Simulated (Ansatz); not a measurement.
Molecule: methane, CH4 (charge 0, singlet). 
Structure (B3LYP-D3(BJ)/def2-TZVP (Ansatz, a first-principles code) minimum search):
```xyz
5

C      0.0000     0.0000     0.0000
H      0.6205     0.6269     0.6390
H     -0.6429    -0.6249     0.6185
H      0.6369    -0.6328    -0.6166
H     -0.6146     0.6308    -0.6409
```
Charge 0, spin multiplicity 1.

Basis-set convergence of Hartree-Fock and CCSD(T) correlation energies (hartree) with Ansatz. Valence correlation only, unless marked. Spin-orbit coupling is left out. Non-relativistic.

```
basis    functions      E(HF)  E(corr, CCSD(T))
-------  ---------  ---------  ----------------
cc-pVDZ         34  -40.19870          -0.18838
cc-pVTZ         86  -40.21333          -0.22477
cc-pVQZ        175  -40.21615          -0.23474
```

Extrapolating the two largest sets (X = 3 and 4) as X^-3: E(corr) = (64·(-0.23474) - 27·(-0.22477))/37 = -0.2420 Eh, an estimate of the basis-set limit. The largest set recovers 97.0 % of it, the smallest 77.8 %.
